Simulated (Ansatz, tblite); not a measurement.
# The cluster NbTe2+: rung by rung

The task here is to estimate one member of a computed series from the others.

Computed with Ansatz 0.2.0, Gaussian basis. Level: as each input shows.

The runs, in order: GFN1-xTB, GFN2-xTB, PBE-D4/def2-TZVP, r2SCAN-D4/def2-TZVP, revPBE-D4/def2-TZVP, BLYP-D4/def2-TZVP, ωB97M-V/def2-TZVP, r2SCAN0-D4/def2-TZVP, B2PLYP/def2-TZVP, PBE+5HF/def2-TZVP, PBE+10HF/def2-TZVP, PBE+15HF/def2-TZVP, PBE+35HF/def2-TZVP, PBE+50HF/def2-TZVP, PBE-D4/def2-SVP, PBE0-D4/def2-SVP, CCSD(T)/def2-TZVPP, MP2/def2-TZVP, RPA/def2-TZVP.

1 further run of the same task is left out (set aside as unsound or not needed). Runs told in other sessions of the task aren't counted.

**The structure**

The singlet was relaxed beforehand with r2SCAN-D4/def2-TZVP. At that level it is the lowest of the isomers that a small search found.

3 atoms, charge 1, spin multiplicity 1.

Bond lengths: Nb1–Te2 2.458 Å, Nb1–Te3 2.458 Å. Angles: Te2–Nb1–Te3 106.0°.

Nb, Te take a core potential in the def2 sets. No spin-orbit coupling is included. The ion is computed in the gas phase, without counter-ions or solvent.

PBE0-D4/def2-TZVP was run before; its log isn't repeated, and its numbers join the tables.

Set-up of the first run:

Tight binding, by tblite at 300 K electronic temperature and without a spin-polarisation term:

```python
tblite.interface.Calculator('GFN1-xTB', numbers, positions, charge=1, uhf=0).singlepoint()
```

Tight binding, by tblite at 300 K electronic temperature and without a spin-polarisation term:

```python
tblite.interface.Calculator('GFN2-xTB', numbers, positions, charge=1, uhf=0).singlepoint()
```

start.molden holds the orbitals of an earlier run on this state, given as this run's starting guess.

in.yaml reads:

```yaml
crystal:
  periodic: [false, false, false]
  atoms:
    - {symbol: Nb, position_ang: [0.190062, -0.548147, -0.797599]}
    - {symbol: Te, position_ang: [-1.841543, 0.761617, -0.352447]}
    - {symbol: Te, position_ang: [1.651470, -0.213470, 1.150046]}
basis:
  gaussian: {orbitals: def2-TZVP, initial_orbitals: start.molden}
total_charge: 1
hamiltonian: {xc: pbe, dispersion: d4}
scf: {omitted_lower_state_checks: [starts]}
output: {orbitals: {seedname: orbitals}}
```

The run is started by

```console
$ ansatz run in.yaml --threads 4 --pin off --events-out ev --progress --plain --max-ram 3916MiB
```

Steps of the session up to this table: PBE-D4/def2-TZVP; r2SCAN-D4/def2-TZVP; revPBE-D4/def2-TZVP; BLYP-D4/def2-TZVP; ωB97M-V/def2-TZVP; r2SCAN0-D4/def2-TZVP; B2PLYP/def2-TZVP; PBE+5HF/def2-TZVP; PBE+10HF/def2-TZVP; PBE+15HF/def2-TZVP; PBE+35HF/def2-TZVP; PBE+50HF/def2-TZVP; PBE-D4/def2-SVP; PBE0-D4/def2-SVP; CCSD(T)/def2-TZVPP; MP2/def2-TZVP; RPA/def2-TZVP.

One table of the session follows, with a row left open; its other results are not shown here.

It belongs to the step «Levels side by side». 

```
               level  HOMO (eV)  LUMO (eV)  gap (eV)
     PBE-D4/def2-SVP     -10.05      -9.80      0.24
    PBE-D4/def2-TZVP     -10.02      -9.75      0.27
 revPBE-D4/def2-TZVP      -9.96      -9.60      0.36
   BLYP-D4/def2-TZVP      -9.84      -9.69      0.15
 r2SCAN-D4/def2-TZVP          ?          ?         ?
    PBE0-D4/def2-SVP     -10.91      -8.81      2.10
   PBE0-D4/def2-TZVP     -10.88      -8.74      2.13
r2SCAN0-D4/def2-TZVP     -11.01      -8.64      2.36
   ωB97M-V/def2-TZVP     -12.70      -6.69      6.02
   PBE+5HF/def2-TZVP     -10.19      -9.55      0.64
  PBE+10HF/def2-TZVP     -10.36      -9.35      1.01
  PBE+15HF/def2-TZVP     -10.53      -9.14      1.39
  PBE+35HF/def2-TZVP     -11.23      -8.34      2.89
  PBE+50HF/def2-TZVP     -11.76      -7.74      4.02
```

Q: Estimate the row for r2SCAN-D4/def2-TZVP from the others.

As computed: HOMO (eV): -10.22; LUMO (eV): -9.55; gap (eV): 0.66. In the column «HOMO (eV)» it lies between PBE+10HF/def2-TZVP (-10.36) and PBE+5HF/def2-TZVP (-10.19).
